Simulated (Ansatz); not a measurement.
Two shapes of singlet C2H6O.

Shape 1:

```xyz
9

C     0.0000    0.0000    0.0000
C     0.0000    0.0000    1.5200
O     0.0000    1.3600   -0.4419
H    -0.8818   -0.5183   -0.3766
H     0.8818   -0.5183   -0.3766
H     0.0000   -1.0275    1.8839
H     0.8898    0.5137    1.8839
H    -0.8898    0.5137    1.8839
H     0.0000    1.3853   -1.4066
```

Shape 2:

```xyz
9

C     0.0000   -0.4146   -0.3535
C     0.0000   -0.4345    1.1567
O     0.0000    0.9232   -0.7809
H    -0.8892   -0.9616   -0.7300
H     0.8892   -0.9616   -0.7300
H     0.0000   -1.4668    1.5374
H     0.8896    0.0825    1.5468
H    -0.8896    0.0825    1.5468
H     0.0000    0.9341   -1.7424
```

Basis set: cc-pVDZ (spherical functions). Frozen core: 3 orbitals. Charge 0, multiplicity 1.

Computed with Ansatz (development build ahead of 0.2.0); each method stands on the lowest determinant of its kind that the runs found.

(1) Which shape is lower in energy, and by how much in each method?

## Answers

(1)

```tsv
method	E(2) − E(1) (eV)
RHF	-0.009
RHF-MP2	-0.022
```

Shape 2 is lower.
